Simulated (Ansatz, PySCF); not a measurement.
Potential energy curve for SMILES CC#N (C2H3N), singlet. The C1–C5 bond (C1 also carries H, H, H; C5 carries N) is pulled apart rigidly from the PBE0/def2-TZVP optimised geometry.

UHF/cc-pVTZ (Ansatz, a program for electronic structure); RHF/cc-pVTZ (Ansatz); UKS-PBE = unrestricted PBE/cc-pVTZ run with Ansatz; RKS-PBE = Ansatz with restricted PBE/cc-pVTZ; UKS-B3LYP = unrestricted B3LYP/cc-pVTZ (Ansatz); RKS-B3LYP = restricted B3LYP/cc-pVTZ (Ansatz); UKS-B3LYP/6-31G* = PySCF with unrestricted B3LYP/6-31G*, spherical d; RKS-B3LYP/6-31G* = restricted B3LYP/6-31G*, spherical d in PySCF 2.14.0; UKS-B3LYP/LANL2DZ = unrestricted B3LYP/LANL2DZ (PySCF 2.14.0); RKS-B3LYP/LANL2DZ = restricted B3LYP/LANL2DZ (PySCF); UKS-B3LYP/6-311+G** = unrestricted B3LYP/6-311+G**, spherical d (PySCF); RKS-B3LYP/6-311+G** = restricted B3LYP/6-311+G**, spherical d run with PySCF.

Scanned distances (Å): 1.08, 1.18, 1.24, 1.29, 1.35, 1.41, 1.45, 1.49, 1.53, 1.57, 1.67, 1.80, 1.92, 2.20, 2.40, 2.62, 2.91, 3.21, 3.58, 3.86, 4.34, 5.09.

Problem. Where does the unrestricted solution first break spin symmetry (<S²> of 0.01 or more)?

Solution. UHF: between 1.92 and 2.20 Å; UKS-PBE: between 2.62 and 2.91 Å; UKS-B3LYP: between 2.40 and 2.62 Å; UKS-B3LYP/6-31G*: between 2.40 and 2.62 Å; UKS-B3LYP/LANL2DZ: between 2.40 and 2.62 Å; UKS-B3LYP/6-311+G**: between 2.40 and 2.62 Å.

| R / Å | <S²> UHF | E(RHF) − E(UHF) / eV | <S²> UKS-PBE | E(RKS-PBE) − E(UKS-PBE) / eV | <S²> UKS-B3LYP | E(RKS-B3LYP) − E(UKS-B3LYP) / eV | <S²> UKS-B3LYP/6-31G* | E(RKS-B3LYP/6-31G*) − E(UKS-B3LYP/6-31G*) / eV | <S²> UKS-B3LYP/LANL2DZ | E(RKS-B3LYP/LANL2DZ) − E(UKS-B3LYP/LANL2DZ) / eV | <S²> UKS-B3LYP/6-311+G** | E(RKS-B3LYP/6-311+G**) − E(UKS-B3LYP/6-311+G**) / eV |
|---|---|---|---|---|---|---|---|---|---|---|---|---|
| 1.08 | 0.00 | 0.000 | 0.00 | 0.000 | 0.00 | 0.000 | 0.00 | 0.000 | 0.00 | 0.000 | 0.00 | 0.000 |
| 1.18 | 0.00 | 0.000 | 0.00 | 0.000 | 0.00 | 0.000 | 0.00 | 0.000 | 0.00 | 0.000 | 0.00 | 0.000 |
| 1.24 | 0.00 | 0.000 | 0.00 | 0.000 | 0.00 | 0.000 | 0.00 | 0.000 | 0.00 | 0.000 | 0.00 | 0.000 |
| 1.29 | 0.00 | 0.000 | 0.00 | 0.000 | 0.00 | 0.000 | 0.00 | 0.000 | 0.00 | 0.000 | 0.00 | 0.000 |
| 1.35 | 0.00 | 0.000 | 0.00 | 0.000 | 0.00 | 0.000 | 0.00 | 0.000 | 0.00 | 0.000 | 0.00 | 0.000 |
| 1.41 | 0.00 | 0.000 | 0.00 | 0.000 | 0.00 | 0.000 | 0.00 | 0.000 | 0.00 | 0.000 | 0.00 | 0.000 |
| 1.45 | 0.00 | 0.000 | 0.00 | 0.000 | 0.00 | 0.000 | 0.00 | 0.000 | 0.00 | 0.000 | 0.00 | 0.000 |
| 1.49 | 0.00 | 0.000 | 0.00 | 0.000 | 0.00 | 0.000 | 0.00 | 0.000 | 0.00 | 0.000 | 0.00 | 0.000 |
| 1.53 | 0.00 | 0.000 | 0.00 | 0.000 | 0.00 | 0.000 | 0.00 | 0.000 | 0.00 | 0.000 | 0.00 | 0.000 |
| 1.57 | 0.00 | 0.000 | 0.00 | 0.000 | 0.00 | 0.000 | 0.00 | 0.000 | 0.00 | 0.000 | 0.00 | 0.000 |
| 1.67 | 0.00 | 0.000 | 0.00 | 0.000 | 0.00 | 0.000 | 0.00 | 0.000 | 0.00 | 0.000 | 0.00 | 0.000 |
| 1.80 | 0.00 | 0.000 | 0.00 | 0.000 | 0.00 | 0.000 | 0.00 | 0.000 | 0.00 | 0.000 | 0.00 | 0.000 |
| 1.92 | 0.00 | 0.000 | 0.00 | 0.000 | 0.00 | 0.000 | 0.00 | 0.000 | 0.00 | 0.000 | 0.00 | 0.000 |
| 2.20 | 0.31 | 0.040 | 0.00 | 0.000 | 0.00 | 0.000 | 0.00 | 0.000 | 0.00 | 0.000 | 0.00 | 0.000 |
| 2.40 | 0.77 | 0.352 | 0.00 | 0.000 | 0.00 | 0.000 | 0.00 | 0.000 | 0.00 | 0.000 | 0.00 | 0.000 |
| 2.62 | 1.04 | 0.871 | 0.00 | 0.000 | 0.12 | 0.009 | 0.17 | 0.017 | 0.12 | 0.008 | 0.11 | 0.007 |
| 2.91 | 1.21 | 1.602 | 0.33 | 0.051 | 0.51 | 0.199 | 0.55 | 0.238 | 0.51 | 0.199 | 0.50 | 0.186 |
| 3.21 | 1.28 | 2.285 | 0.60 | 0.222 | 0.71 | 0.470 | 0.74 | 0.538 | 0.71 | 0.473 | 0.70 | 0.447 |
| 3.58 | 1.31 | 2.976 | 0.75 | 0.428 | 0.84 | 0.769 | 0.86 | 0.868 | 0.84 | 0.776 | 0.83 | 0.736 |
| 3.86 | 1.32 | 3.396 | 0.81 | 0.550 | 0.89 | 0.949 | 0.91 | 1.066 | 0.89 | 0.958 | 0.88 | 0.909 |
| 4.34 | 1.33 | 3.951 | 0.86 | 0.692 | 0.95 | 1.173 | 0.96 | 1.307 | 0.95 | 1.186 | 0.94 | 1.122 |
| 5.09 | 1.33 | 4.521 | 0.90 | 0.804 | 0.99 | 1.376 | 1.00 | 1.504 | 0.99 | 1.389 | 0.98 | 1.317 |
